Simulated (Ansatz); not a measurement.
**C3H4F2: basis-set convergence**

One table from this session's results is given with a row withheld; the runs are named, their logs left out.

Method: one geometry, several basis sets; program: Ansatz 0.2.0, Gaussian basis.

Plan: PBE0-D4/def2-SVP; ωB97M-V/def2-SVP; PBE0-D4/def2-QZVPP; ωB97M-V/def2-QZVPP; CCSD(T)/cc-pV(D+d)Z; CCSD(T)/cc-pV(T+d)Z; CCSD(T)/cc-pV(Q+d)Z; the functionals' def2-TZVPP values are taken from earlier runs.

### Structure used throughout

An earlier PBE0-D4 in a triple-zeta def2 set relaxation fixed the geometry.

SMILES `F[C@H]1C[C@@H]1F`, 9 atoms, charge 0, spin multiplicity 1.

Atoms are counted from 1 here; the program's logs count them from 0.

Bond lengths: F1–C2 1.360 Å, C2–C3 1.495 Å, C2–C4 1.476 Å, C2–H6 1.084 Å, C3–C4 1.495 Å, C3–H7 1.083 Å, C3–H8 1.083 Å, C4–F5 1.360 Å, C4–H9 1.084 Å. Angles: F1–C2–C3 118.7°, F1–C2–C4 118.3°, F1–C2–H6 112.8°, C3–C2–C4 60.4°, C3–C2–H6 118.7°, C4–C2–H6 118.6°, C2–C3–C4 59.1°, C2–C3–H7 116.7°, C2–C3–H8 118.3°, C4–C3–H7 118.3°, C4–C3–H8 116.7°, H7–C3–H8 115.9°, C2–C4–C3 60.4°, C2–C4–F5 118.3°, C2–C4–H9 118.6°, C3–C4–F5 118.7°, C3–C4–H9 118.7°, F5–C4–H9 112.8°.

The first run:

in.yaml reads:

```yaml
crystal:
  periodic: [false, false, false]
  atoms:
    - {symbol: F, position_ang: [-0.868008, -0.494951, 1.676716]}
    - {symbol: C, position_ang: [-0.168397, 0.252548, 0.780961]}
    - {symbol: C, position_ang: [0.775900, -0.438424, -0.149970]}
    - {symbol: C, position_ang: [-0.512311, 0.133312, -0.649373]}
    - {symbol: F, position_ang: [-0.475642, 1.255759, -1.417072]}
    - {symbol: H, position_ang: [0.104614, 1.227183, 1.169407]}
    - {symbol: H, position_ang: [1.694709, 0.083374, -0.386858]}
    - {symbol: H, position_ang: [0.843649, -1.518182, -0.103785]}
    - {symbol: H, position_ang: [-1.306016, -0.546820, -0.937126]}
basis:
  gaussian: {orbitals: def2-SVP}
hamiltonian: {xc: pbe0, dispersion: d4}
output: {orbitals: {seedname: orbitals}}
```

Command:

```console
$ ansatz run in.yaml --threads 2 --pin off --events-out ev --progress --plain --max-ram 32768MiB --backend cpu
```

Steps of the session up to this table: PBE0-D4 in def2-SVP; ωB97M-V in def2-SVP; PBE0-D4 in def2-QZVPP; ωB97M-V in def2-QZVPP.

One of the session's tables, all rows but one given; the rest of the session is left out.

It belongs to the step «Functionals by basis». 

| functional | basis | HOMO (eV) | LUMO (eV) |
| --- | --- | --- | --- |
| PBE0-D4 | def2-SVP | -8.19 | 1.52 |
| PBE0-D4 | def2-TZVPP | -8.31 | 1.14 |
| PBE0-D4 | def2-QZVPP | -8.35 | 0.78 |
| ωB97M-V | def2-SVP | -10.53 | 3.44 |
| ωB97M-V | def2-TZVPP | ? | ? |
| ωB97M-V | def2-QZVPP | -10.71 | 2.07 |

Estimate the missing values for ωB97M-V, def2-TZVPP.

**Answer.** HOMO (eV): -10.66; LUMO (eV): 2.88. In the column «HOMO (eV)» it lies between ωB97M-V, def2-QZVPP (-10.71) and ωB97M-V, def2-SVP (-10.53).
